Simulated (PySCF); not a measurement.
# Frontier levels across methods

C5H5F.
Cartesian coordinates in Å at the PBE0-D3(BJ)/def2-SVP level; atoms count from 1:
```xyz
11
C5H5F angstrom
C      2.510    0.510    0.488
C      1.667   -0.277   -0.196
C      0.250   -0.164   -0.175
C     -0.964   -0.098   -0.181
C     -2.416    0.001   -0.173
F     -3.006   -0.965   -0.945
H      2.144    1.316    1.128
H      3.590    0.362    0.420
H      2.067   -1.077   -0.830
H     -2.791   -0.096    0.862
H     -2.725    0.992   -0.550
```

Basis pcSseg-2 throughout (PySCF), one geometry. Isolated species at its PBE0-D3(BJ)/def2-SVP geometry, gas phase.

Q: How do the orbital energies, the gap and the dipole change with the method?

A: 
```csv
method,kind,HOMO (eV),LUMO (eV),gap (eV),μ (D),SCF cycles
BLYP,GGA,-5.90,-1.87,4.03,1.80,17
B97-D,GGA,-5.99,-1.91,4.08,1.80,17
OPBE,GGA,-6.03,-1.93,4.10,1.72,16
KT2,GGA,-6.04,-1.98,4.07,1.82,17
KT3,GGA,-6.05,-1.96,4.09,1.80,16
PBE,GGA,-6.06,-2.01,4.05,1.77,16
BP86,GGA,-6.14,-2.09,4.05,1.78,17
LDA,LDA,-6.24,-2.24,4.00,1.84,16
B97-2,global hybrid,-6.85,-1.13,5.72,1.92,14
B3LYP,global hybrid,-6.89,-1.30,5.59,1.94,14
PBE0,global hybrid,-7.10,-1.09,6.00,1.93,14
mPW1PW91,global hybrid,-7.11,-1.10,6.01,1.94,14
BHandHLYP,global hybrid,-7.99,-0.05,7.94,2.10,13
CAM-B3LYP,range-separated hybrid,-8.35,0.00,8.35,2.02,13
wB97X-D,range-separated hybrid,-8.85,0.67,9.52,1.96,14
HF,Hartree–Fock,-9.31,2.54,11.85,2.24,12
LC-wPBE,range-separated hybrid,-9.68,1.11,10.78,2.03,14
```

The HOMO spans 3.78 eV, from BLYP down to LC-wPBE, and the gap runs from 4.00 eV (LDA) to 11.85 eV (HF). Over the methods BLYP (0 %), B97-D (0 %), OPBE (0 %), KT2 (0 %), KT3 (0 %), PBE (0 %), BP86 (0 %), LDA (0 %), B97-2 (21 %), B3LYP (20 %), PBE0 (25 %), mPW1PW91 (25 %), BHandHLYP (50 %), HF (100 %), a straight line through the gap against the share of exact exchange rises by 0.78 eV for each 10 % (correlation coefficient 1.000). The dipole ranges from 1.72 D (OPBE) to 2.24 D (HF). This basis has no diffuse functions.
